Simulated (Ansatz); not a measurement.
Reaction (ligand exchange at a B–F bond): `CBF` + HCl → `CBCl` + H–F

Isolated molecules relaxed with PBE0-D4/def2-TZVP in Ansatz; ΔE leaves out vibrations. CCSD(T)/CBS adds triple-zeta CCSD(T) − MP2 to the extrapolated MP2 energy (def2 sets, frozen cores). This one scheme is used for every species. Functionals use def2-TZVPP.

`CBF`:

Z-matrix (Å, degrees):
```
C
B 1 1.553
H 1 1.096 2 109.6
H 1 1.091 2 114.0 3 122.5
H 1 1.096 2 109.7 3 -114.9
F 2 1.327 1 120.6 3 -122.2
H 2 1.202 1 123.5 3 57.8
```

HCl:

```xyz
2

Cl   -0.057   -0.572    0.280
H     0.057    0.572   -0.280
```

`CBCl`:

Cartesian coordinates in Å:
```
C -0.213 -0.078 -0.684
B 0.323 0.152 0.751
Cl -0.388 -0.645 2.137
H -1.036 -0.788 -0.758
H 0.608 -0.407 -1.332
H -0.533 0.885 -1.102
H 1.239 0.881 0.988
```

H–F:

```xyz
2

F     0.037   -0.048   -0.456
H    -0.037    0.048    0.456
```

| level | ΔE (kJ/mol) |
| --- | --- |
| r2SCANh-D4 | 50.4 |
| r2SCAN0-D4 | 49.6 |
| PBE-QIDH | 46.1 |
| MP2/def2-TZVPP | 43.9 |

What does CCSD(T)/CBS give? (An estimate is asked.)

Computed: +45.8 kJ/mol. The listed levels differ from it by 4.6, 3.8, 0.3, -1.9 kJ/mol.

What do rigid-rotor, harmonic-oscillator terms from PBE0-D4/def2-TZVP frequencies (298.15 K, 1 bar) make of the CCSD(T)/CBS value? (Best estimate.)

The calculation gave: ΔZPE = +3.2 kJ/mol, ΔH = +49.5 kJ/mol, ΔS = -1 J/(mol·K), ΔG = +49.7 kJ/mol.

Largest T1 diagnostic among the species: 0.012.

At CCSD(T), def2-SVP lies +15.7 kJ/mol from the extrapolated value and def2-TZVPP +4.2 kJ/mol. In def2-TZVPP, CCSD(T) changes the Hartree–Fock value by −14.1 kJ/mol (the triples alone add −2.6 kJ/mol) and MP2 by −20.2 kJ/mol.
